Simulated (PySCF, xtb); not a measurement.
ammonia (H3N), SMILES N.

Harmonic wavenumbers (cm⁻¹) from GFN2-xTB in xtb at its own minimum, in rising order: 1160, 1593, 1593, 3425, 3477, 3478.

Q: What does PBE-D3(BJ)/def2-TZVPD in PySCF give at its own minimum? (Estimate from the structure and the level; the computed values follow.)

A: 1023, 1618, 1618, 3378, 3499, 3499. Paired by order, the mean absolute difference is 46 cm⁻¹ and the zero-point energies are 21.1 and 20.9 kcal/mol.
